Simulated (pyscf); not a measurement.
One insertion on the singlet surface with elements of a group swapped. CCSD(T)/def2-TZVPP + ΔMP2(QZVPP), kJ/mol, from the separated reactants. Structures and frequencies: ωB97X-D3(BJ)/def2-SVP in PySCF. MP2 and CC: frozen core, UHF for open shells. ΔMP2 is the change of the MP2 total energy from the triple- to the quadruple-zeta basis.

| step | barrier | reaction energy | imaginary mode (i cm⁻¹) |
|---|---|---|---|
| `[ClH]` + `[GaH]` [singlet] → `[Cl][GaH2]` | 45.1 | -198.7 | 1144 |
| `[InH]` [singlet] + `[FH]` → `[F][InH2]` | [?] | [?] | 1318 |

Q: What belongs in the gaps?

A: 
- `[InH]` [singlet] + `[FH]` → `[F][InH2]`, barrier: 117.4
- `[InH]` [singlet] + `[FH]` → `[F][InH2]`, reaction energy: -66.9

Row 1: On the reactant side the descent ends in a complex, 22.6 kJ/mol under the separated species and 62.9 kJ/mol under the saddle at ωB97X-D3(BJ)/def2-TZVP. Each row is the saddle that its search found. The CCSD(T) − MP2 part came from Ansatz, without density fitting, on the same reference. The frozen core leaves the outer d or s,p core shells of the metals and heavy elements correlated in the MP2 and CC values, and def2-TZVPP describes them poorly, which can shift differences by a few kcal/mol. Elements up to Kr have no core potential and no relativistic terms here. Elements past Kr carry the def2 core potentials, without spin-orbit coupling.
